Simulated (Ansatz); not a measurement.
A made-up structure of CH$_{2}$OS, closed shell:

```json
{"atom": "O1", "x (Å)": "-0.8179", "y (Å)": "-0.4753", "z (Å)": "0.0351"}
{"atom": "C2", "x (Å)": "0.2711", "y (Å)": "0.0508", "z (Å)": "0.0974"}
{"atom": "S3", "x (Å)": "1.0042", "y (Å)": "-0.5256", "z (Å)": "1.0909"}
{"atom": "H4", "x (Å)": "-1.0894", "y (Å)": "0.0264", "z (Å)": "-0.6275"}
{"atom": "H5", "x (Å)": "0.6319", "y (Å)": "0.9236", "z (Å)": "-0.5959"}
```

It is relaxed with PBE-D4/def2-SVP and then PBE0-D4/def2-TZVP (Ansatz 0.2.0). Atoms count as bonded within 1.22 times the sum of their covalent radii (H–H: 0.88 Å). The end point is not checked to be a true minimum.

Task: Does its bonding change? (A judgement: the text doesn't fix the answer.)

Result: By the calculation: No: no bond forms or breaks.

Where it ends: The first stage lowers the energy by 4.70 eV in 6 steps. It ends as CH₂OS ([OH][CH][S]):
```
atom    x (Å)    y (Å)    z (Å)
  O1  -0.9122  -0.4205  -0.0729
  C2   0.3203   0.0383   0.1374
  S3   1.3070  -0.5343   1.2667
  H4  -1.3262   0.0646  -0.7970
  H5   0.6110   0.8519  -0.5342
```

Labels in which every atom is bracketed show which atoms are joined, not bond orders.

For scale, one of the runs: PBE0-D4/def2-TZVP relaxation, 111 basis functions, launched by `ansatz run in.yaml --threads 2 --pin off --events-out ev --progress --plain --max-ram 4352MiB`. Hardware: 2 CPU threads of an AMD EPYC 7B13, shared host. Wall time about 9.5 s.
